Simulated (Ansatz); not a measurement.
The input, for Ansatz 0.2.0:

```yaml
crystal:
  periodic: [false, false, false]
  atoms:
    - {symbol: B, position_ang: [0.000000, 0.000000, 0.000000]}
    - {symbol: N, position_ang: [0.000000, 0.000000, 2.609000]}
basis:
  gaussian: {orbitals: cc-pVDZ}
total_charge: 1
magnetization: {spin_polarized: false, initial_magnetization: 1}
correlation: {method: fic_mrcisd_q, electrons: outside_noble_gas, active_space: {window: {electrons: 7, orbitals: 8}, shells: [{species: B, l: s, shell: 2}, {species: B, l: p, shell: 2}, {species: "N", l: s, shell: 2}, {species: "N", l: p, shell: 2}]}}
```

```sh
$ ansatz run in.yaml --threads 1 --pin off --events-out ev --progress --plain --max-ram 2393MiB
```

Log:

```
475 factors; integrals over basis functions are off by at most 2.3e-7 eV
mean field evaluation 1: about -2130.1176 eV, gradient 3.4e1 eV
mean field evaluation 2: about -2130.1183 eV, gradient 3.4e1 eV
mean field evaluation 4: about -2134.6649 eV, gradient 1.1e1 eV
mean field evaluation 8: about -2135.4218 eV, gradient 1.4e-1 eV
mean field evaluation 16: about -2135.4497 eV, gradient 2.8e-1 eV
mean field evaluation 32: about -2135.7428 eV, gradient 1.4e-1 eV
mean field evaluation 64: about -2130.8312 eV, gradient 1.5e-1 eV
mean field evaluation 96: about -2136.2459 eV, gradient 2.2e-1 eV
mean field evaluation 128: about -2136.2429 eV, gradient 5.9e-1 eV
mean field evaluation 160: about -2135.4219 eV, gradient 1.8e-3 eV
mean field -2136.24481010 eV, -78.5055487725 hartree, gradient 1.9e-6 eV, S^2 0.750000; 17 other end points of the search recorded, 0 dependent functions left out
reference -2136.24481010 eV, -78.5055487725 hartree; 6, 5 occupied and 22, 23 virtual orbitals, 475 factors
state -2138.49188002 eV, -78.5881270690 hartree
contracted CI cycle   1: correlation 0.00000000 eV, 0.0000000000 hartree, residual 1.48e1 eV
contracted CI cycle   2: correlation -2.64160221 eV, -0.0970770905 hartree, residual 2.27e0 eV
contracted CI cycle   3: correlation -2.70580597 eV, -0.0994365355 hartree, residual 3.78e-1 eV
contracted CI cycle   4: correlation -2.70806529 eV, -0.0995195639 hartree, residual 9.86e-2 eV
contracted CI cycle   5: correlation -2.70820132 eV, -0.0995245629 hartree, residual 2.12e-2 eV
contracted CI cycle   6: correlation -2.70820787 eV, -0.0995248034 hartree, residual 5.10e-3 eV
contracted CI cycle   7: correlation -2.70820824 eV, -0.0995248170 hartree, residual 1.05e-3 eV
state -2138.49188002 eV, -78.5881270690 hartree; corrected -2141.30253394 eV, -78.6914166952 hartree
Total energy: -2141.30253394 eV, -78.6914166952 hartree
Checks for a lower state left out: starts, orbital_swaps
```

For the same geometry and basis full CI lies 4.6 meV lower. By full CI's occupations no single determinant describes the state well.

Ran on 1 thread of Arm Neoverse V1, shared host: 3.5 s wall, 0.19 GiB peak host memory.
